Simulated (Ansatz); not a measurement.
`FCC1=CC1`, relaxed with RKS PBE-D4/def2-SVP in Ansatz 0.2.0 from a rough embedded geometry. The force threshold is 0.03 eV/Å; the program also tests the step.

Charge 0, multiplicity 1.

Start:

```xyz
10

F     1.406   -1.028    1.575
C     0.947    0.135    1.075
C     0.050   -0.165    0.025
C    -0.708   -0.887   -0.805
C    -0.849    0.489   -0.918
H     1.786    0.762    0.717
H     0.426    0.688    1.879
H    -0.915   -1.874   -1.131
H    -0.373    0.984   -1.830
H    -1.771    0.895   -0.588
```

```tsv
step	energy (eV)	largest force (eV/Å)	largest move (Å)
1	-6929.7782	3.550	0.000
2	-6930.2971	1.498	0.094
3	-6930.3786	0.448	0.047
4	-6930.3830	0.449	0.036
5	-6930.3901	0.159	0.024
6	-6930.3910	0.048	0.007
7	-6930.3913	0.022	0.008
```

End:

```xyz
10

F     1.481   -1.061    1.645
C     0.964    0.103    1.108
C     0.020   -0.151    0.008
C    -0.652   -0.945   -0.788
C    -0.885    0.534   -0.992
H     1.802    0.742    0.738
H     0.450    0.683    1.912
H    -0.908   -1.956   -1.116
H    -0.440    1.051   -1.869
H    -1.832    1.001   -0.645
```

It took 10 s on 2 threads of an Arm Neoverse V2 on a shared host, with 0.17 GiB of host memory at the peak.
